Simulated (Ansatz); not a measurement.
Abridged output of a molecular run in Ansatz:

```
Functional definition: HF
1711 factors; integrals over basis functions are off by at most 8.9e-4 eV
mean field evaluation 1: about -7967.2036 eV, gradient 3.9e1 eV
mean field evaluation 2: about -7967.4981 eV, gradient 3.9e1 eV
mean field evaluation 4: about -7971.4083 eV, gradient 4.4e0 eV
mean field evaluation 8: about -7971.4768 eV, gradient 3.1e-1 eV
mean field -7971.47732697 eV, -292.9463885046 hartree, gradient 3.2e-6 eV, S^2 0.000000; 0 other end points of the search recorded, 0 dependent functions left out
6 core orbitals not correlated: weight in the atoms' cores, before any rotation towards them, 1.000 or more for the frozen orbitals, at most 0.000 for the correlated occupied ones
reference -7971.47732697 eV, -292.9463885046 hartree; 17, 17 occupied and 261, 261 virtual orbitals, 1711 factors
second order -29.07610332 eV of doubles, -0.00000000 eV of singles
cycle   1  -29.33559675 eV  change   -2.6e-1 eV  update   1.1e-1
cycle   2  -29.98986344 eV  change   -6.5e-1 eV  update   3.2e-2
cycle   3  -30.13652728 eV  change   -1.5e-1 eV  update   1.6e-2
cycle   4  -30.12962635 eV  change    6.9e-3 eV  update   3.9e-3
cycle   5  -30.12866623 eV  change    9.6e-4 eV  update   1.5e-3
cycle   6  -30.12966988 eV  change   -1.0e-3 eV  update   4.0e-4
cycle   7  -30.12952775 eV  change    1.4e-4 eV  update   1.3e-4
cycle   8  -30.12947203 eV  change    5.6e-5 eV  update   3.3e-5
cycle   9  -30.12947885 eV  change   -6.8e-6 eV  update   1.3e-5
perturbative correction -1.25209870 eV, -0.0460137786 hartree
Total energy: -8002.85890451 eV, -294.0996402083 hartree
```

Its atoms:

```xyz
13

F     0.100   -1.563    2.106
C     0.142   -0.745    1.053
C     1.158    0.035    0.720
C     0.848    0.750   -0.562
C    -0.665    0.504   -0.756
C    -1.013   -0.714    0.113
H     2.093    0.106    1.259
H     1.084    1.817   -0.523
H     1.436    0.333   -1.389
H    -1.217    1.372   -0.389
H    -0.936    0.366   -1.803
H    -1.059   -1.647   -0.462
H    -1.969   -0.613    0.633
```

Task: Which basis set was used?
A. def2-QZVPP
B. def2-TZVPP
C. cc-pV(D+d)Z
D. def2-SVP

Result: B. It gives 284 functions.

Task: Write the keys of the input that set method, charge and spin (a neutral closed shell needs none for the last two).

Result: 
```yaml
correlation: {method: ccsd_t}
```
